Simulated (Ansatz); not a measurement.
## How far each method lies from UCCSDT(Q) for HAsSi, triplet

Geometry: displaced at random from a stationary point.

```yaml
atoms:
  - { symbol: Si, position_ang: [0.0001, 0.0392, 1.7447] }
  - { symbol: As, position_ang: [-0.0007, -0.0354, -0.6419] }
  - { symbol: H, position_ang: [0.0473, 1.5421, -0.9058] }
```

Basis cc-pVDZ; Ansatz 0.2.0. Only valence electrons are correlated (noble-gas cores and the filled d shells of p-block atoms frozen), which leaves 10 electrons in 31 orbitals. Prefix R: restricted or restricted open-shell reference; prefix U: unrestricted. Active spaces: valence = (10e, 9o) chosen from the atoms' valence shells. No spin–orbit coupling is included, and no scalar relativity.

Full CI isn't at hand for all of this; UCCSDT(Q) serves as the reference, and is uncertain by the last step of the cluster series or more. The frozen core follows each run's orbitals, which can shift R against U totals by a few meV for light atoms and by up to 0.1 eV past Ca.

```
UHF ⟨S²⟩                          : 2.027
T1 diagnostic (RCCSD)             : 0.0251
largest doubles amplitude (RCCSD) : 0.065
T1 diagnostic (UCCSD)             : 0.0249
```

Problem. From what is known of these methods and the diagnostics, rank them by the size of their error in total energy against UCCSDT(Q) in cc-pVDZ, smallest first (an estimate: the text doesn't fix the numbers).
A. UCCSD
B. UCCSDT
C. UMP2
D. UCCSD(T)
E. UHF

Solution. B (1.1 kJ/mol), D (4.7 kJ/mol), A (21.0 kJ/mol), C (119.4 kJ/mol), E (505.4 kJ/mol).

All errors are against UCCSDT(Q) in cc-pVDZ. Within each family the higher level lies nearer, as is usual though not guaranteed.

Natural occupations of CASSCF (valence space) about the gap: 1.993 1.975 1.963 1.933 1.002 0.998 0.060 0.041 0.036; effectively unpaired electrons, Σ n²(2−n)², 2.05.
